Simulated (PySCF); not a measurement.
**BCl under electron impact: the energy ladder**

r²SCAN in PySCF with def2-TZVPPD on every atom, for the lowest determinant that a PBE0 search found; no spin–orbit coupling.

```csv
species,state (unpaired electrons),Re (Å),ωe (cm⁻¹),energy of the minimum from the neutral (eV),De (eV),dissociates to
BCl,singlet (closed shell),1.724,826,0.00,5.35,B + Cl
BCl⁺,doublet (σ ↑),1.600,1145,9.53,4.58,B⁺ + Cl
BCl⁻,doublet (π ↑),1.900,504,-0.09,1.81,B + Cl⁻
```

Work out the lowest energy to break BCl into atoms, from its vibrational ground state.

D0 = De − ωe/2 = 5.35 − 0.05 = 5.30 eV (r²SCAN/def2-TZVPPD).

Work out the ionisation energy of the B atom at this level and the threshold of dissociative ionisation.

IE(B) = 9.53 + 4.58 − 5.35 = 8.76 eV, so B⁺ + Cl + e⁻ appears at D0 + IE(B) = 14.06 eV (r²SCAN/def2-TZVPPD). The measured IE(B) is 8.298 eV (NIST ASD).

Work out the electron affinity of the Cl atom and the threshold of dissociative attachment.

EA(Cl) = 5.35 − 1.81 − (-0.09) = 3.63 eV, so B + Cl⁻ needs D0 − EA(Cl) = 1.67 eV (r²SCAN/def2-TZVPPD). The measured EA(Cl) is 3.613 eV.

At which energy does ion-pair formation open?

B⁺ + Cl⁻ lies at D0 + IE(B) − EA(Cl) = 10.43 eV (r²SCAN/def2-TZVPPD).

These are thermodynamic thresholds; the onsets seen under electron impact lie higher where the geometry changes, and cross-sections peak well above them.

For an ion De counts to the pair picked by the measured ionisation energies or electron affinities, which need not be the lowest pair at this level. The highest Kohn–Sham level is positive in this anion. Much of that is self-interaction error, but it also means that the finite basis helps to hold the extra electron. States were picked by a PBE0 search and need not be the measured ground states.
